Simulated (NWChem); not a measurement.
# Exact exchange and the electronic atomisation energy of P4

P4: 4 atoms, total charge 0, spin state singlet. As SMILES, `P12P3P1P23`. The coordinates come from a PBE0-D4/def2-TZVP relaxation.

The electronic atomisation energy y, in eV, basis def2-SVPD; a is the functional's share of exact exchange. Programs: NWChem 7.3.0.

| functional | program | a | y (eV) |
| --- | --- | --- | --- |
| revPBE | NWChem | 0 | 12.20 |
| TPSS | NWChem | 0 | 12.38 |
| B3LYP | NWChem | 0.2 | 11.69 |
| PBE0 | NWChem | 0.25 | ? |
| BHLYP | NWChem | 0.5 | 10.72 |

Problem. Fit y = c + s·a to the known rows and predict PBE0.

Solution. 
1. Means of the 4 rows: a = 0.1750, y = 11.748.
2. Σ(Δa)² = 0.1675, Σ(Δa·Δy) = -0.52525, so the slope is -0.52525/0.1675 = -3.1358.
3. Intercept: 11.748 − (-3.1358) × 0.1750 = 12.297. The largest residual of the fit is 0.097.
4. PBE0: 12.297 + (-3.1358) × 0.25 = 11.51 eV.

The run gave 12.24 eV, so the prediction is off by -0.73 eV, more than the scatter of the fit. The rows mix families of semi-local functionals, which the line can't see.
